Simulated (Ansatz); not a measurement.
One change: `OC#CO` becomes `CC#CO`.

Ansatz, PBE0-D4/def2-TZVP geometries, multiplicity 1. Each molecule was computed in one conformer, which needn't be the lowest.

| property | `OC#CO` |
| --- | --- |
| HOMO–LUMO gap (ωB97M-V/def2-TZVPP) / eV | 11.22 |
| LUMO energy (PBE/def2-TZVPP) / eV | -0.31 |
| LUMO energy (B3LYP/def2-TZVPP) / eV | 0.22 |
| LUMO energy (ωB97M-V/def2-TZVPP) / eV | 2.13 |
| HOMO–LUMO gap (PBE0/def2-TZVPP) / eV | 7.44 |
| HOMO energy (PBE0/def2-TZVPP) / eV | -6.81 |

**Question.** What does the change do to each property? (Best estimate.)

**Answer.** Computed: 
```tsv
property	`CC#CO`	shift
HOMO–LUMO gap (ωB97M-V/def2-TZVPP) / eV	11.04	-0.18
LUMO energy (PBE/def2-TZVPP) / eV	-0.33	-0.02
LUMO energy (B3LYP/def2-TZVPP) / eV	0.18	-0.04
LUMO energy (ωB97M-V/def2-TZVPP) / eV	2.07	-0.06
HOMO–LUMO gap (PBE0/def2-TZVPP) / eV	7.31	-0.13
HOMO energy (PBE0/def2-TZVPP) / eV	-6.71	0.10
```

B3LYP here is the variant with VWN-RPA as its local correlation; programs differ in this.
